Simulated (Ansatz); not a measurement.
# A ladder of methods for SiH2F− (SMILES F[SiH2-])

SiH2F−: 4 atoms, total charge -1, spin state singlet. SMILES: `F[SiH2-]`. Geometry: relaxed at GFN2-xTB.

```xyz
4

F     1.2242    0.6908   -0.3839
Si   -0.1140   -0.3916   -0.4401
H    -1.1854    0.6583   -0.1433
H     0.0751   -0.9576    0.9672
```

Each level gives the energy change with the F1–Si2 bond stretched from 1.722 to 2.583 Å (eV). The values are calculated.

```tsv
level	kind	program	value (eV)	less FCI/STO-3G
HF/STO-3G (restricted)	Hartree–Fock	Ansatz	4.58	+1.28
BLYP/STO-3G (restricted)	GGA	Ansatz	2.90	-0.40
B3LYP/STO-3G (restricted)	global hybrid	Ansatz	3.33	+0.03
HSE06/STO-3G (restricted)	range-separated hybrid	Ansatz	3.44	+0.14
RPA@PBE/STO-3G (restricted)	RPA	Ansatz	2.66	-0.64
CCSD/STO-3G (restricted)	coupled cluster or CI	Ansatz	3.29	-0.01
CCSDT(Q)/STO-3G (restricted)	coupled cluster or CI	Ansatz	3.30	0.00
FCI/STO-3G	exact in the basis	Ansatz	3.30	0.00
```

FCI/STO-3G is exact within its basis and frozen core, so for wave-function methods in that basis the difference is their error; functionals converge differently with the basis, so for them it is only a difference. A spin-restricted reference rises too steeply as a bond breaks; here HF/STO-3G lie well above the multireference or unrestricted value. Sets without diffuse functions describe the anion poorly. The first shape isn't each level's own minimum. The values span 2.66 to 4.58 eV. All rows use very small basis sets, so none should be taken for the real molecule's value.
